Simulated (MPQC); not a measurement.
**MP2/STO-3G run of PH3S (SMILES PS)**

We compute the energy of PH3S. 

Program for the calculation: MPQC 2.3.1.

7 further runs of the same task are left out: 7 set aside as unsound or not needed.

## (1) The system as given

PH3S: 5 atoms, total charge 0, spin state singlet. SMILES: `PS`. The shape is that of a GFN2-xTB optimisation. This is one conformer, not always the lowest.

Bond lengths: P1–S2 2.089 Å, P1–H3 1.396 Å, P1–H4 1.396 Å, S2–H5 1.331 Å. Angles: P1–S2–H5 95.2°, S2–P1–H3 95.9°, S2–P1–H4 95.9°, H3–P1–H4 92.0°.

## (2) The energy at MP2/STO-3G

Contents of input.in:

```
% H3PS
molecule<Molecule>: (
    symmetry = c1
    unit = bohr
    { atoms geometry } = {
        P  [ -0.92953738  -0.89688292   0.82414736 ]
        S  [ 1.45070495   1.77326230  -0.84466978 ]
        H  [ 0.51041503  -3.00169767   0.15240641 ]
        H  [ -2.51008542  -1.19770842  -1.26694798 ]
        H  [ 1.47850282   3.32302670   1.13506400 ]
    }
)
basis<GaussianBasisSet>: (
    name = "STO-3G"
    molecule = $:molecule
    basisdir = "."
    puream = yes
)
mpqc: (
    checkpoint = no
    savestate = no
    restart = no
    do_energy = yes
    do_gradient = no
    optimize = no
    mole<MBPT2>: (
        molecule = $:molecule
        basis = $:basis
        memory = 1000000000
        method = mp
        nfzc = 10
        reference<CLHF>: (
            molecule = $:molecule
            basis = $:basis
            total_charge = 0
            memory = 1000000000
            print_evals = yes
            maxiter = 70
            value_accuracy = 1e-08
            guess_wavefunction<CLHF>: (
                molecule = $:molecule
                total_charge = 0
                memory = 1000000000
                value_accuracy = 1e-3
                basis<GaussianBasisSet>: (
                    name = "STO-3G"
                    molecule = $:molecule
                )
            )
        )
    )
)
```

The basis set STO-3G is read from a file made from the Basis Set Exchange's data (not shown).

Started as:

```sh
mpqc input.in > input.out
```

Output:

```text
MPQC: Massively Parallel Quantum Chemistry
[...]
  LUMO is    18   A =   0.369978
  total scf energy = -731.8221427779
[...]
  MP2 correlation energy [au]:         -0.059060550488
  MP2 energy [au]:                   -731.881203328363
Value of the MolecularEnergy: -731.8812033284
[...]
        symmetry = c1
[...]
```

Run time: 0.28 s. Hardware: 1 thread of AMD EPYC 9R14 (Zen 4), shared host.

## (3) Summary of results

Level: MP2/STO-3G, 10 core orbitals frozen.

| quantity | value |
| --- | --- |
| total energy | -731.88120 Eh |
| HOMO energy (Hartree–Fock orbitals) | -7.23 eV |
| LUMO energy (Hartree–Fock orbitals) | 10.07 eV |
| HOMO–LUMO gap (Hartree–Fock orbitals) | 17.30 eV |
| correlation energy (10 core orbitals frozen) | -59.1 mEh |
